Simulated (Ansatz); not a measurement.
Worked example: H2Si–As⁺, triplet against H$_{2}$Si–As, doublet

Geometry (PBE0/def2-TZVP stationary point of a doublet), kept for both states (H2Si–As, doublet: B2; H2Si–As⁺, triplet: A2):

```
atom   x (Å)    y (Å)    z (Å)
  Si  0.0000   0.0000   1.5272
  As  0.0000   0.0000  -0.6362
   H  0.0000   1.2259   2.3663
   H  0.0000  -1.2259   2.3663
```

Basis cc-pVDZ; Ansatz 0.2.0. Correlated methods freeze the noble-gas cores and the filled d shells of p-block atoms. R marks a restricted (for open shells ROHF) determinant. No spin–orbit coupling is included, and no scalar relativity.

Full CI isn't at hand for all of this; RCCSDTQ serves as the reference, and is uncertain by about the last step of the cluster series.

```tsv
level	E(H2Si–As, doublet) (hartree)	E(H2Si–As⁺, triplet) (hartree)
RCCSD(T)	-2524.451376	-2524.139796
PBE	-2526.000407	-2525.681517
r2SCAN	-2526.450668	-2526.129779
RCCSDTQ	-2524.453490	-2524.141206
```

Question: Give the vertical gap, H2Si–As⁺ triplet less H2Si–As doublet, at each level in eV (1 hartree = 27.2114 eV), and each error against RCCSDTQ.

Answer: RCCSDTQ: (-2524.141206 − (-2524.453490)) × 27.2114 = 8.498 eV (the reference)
r2SCAN: (-2526.129779 − (-2526.450668)) × 27.2114 = 8.732 eV, error 0.234 eV
PBE: (-2525.681517 − (-2526.000407)) × 27.2114 = 8.677 eV, error 0.179 eV
RCCSD(T): (-2524.139796 − (-2524.451376)) × 27.2114 = 8.479 eV, error -0.019 eV

Total energies of functionals can't be set beside those of wave-function methods, since they hold the core's correlation and their own absolute errors; only the differences compare.

In so small a basis the reference is far from its limit while semilocal and hybrid functionals are nearer theirs, so the functionals' errors here hold much of the reference's basis and frozen-core error, which can add to them or hide them.

Each level lands on the state that its own search finds. T1 diagnostics of restricted CCSD: 0.030 and 0.021.
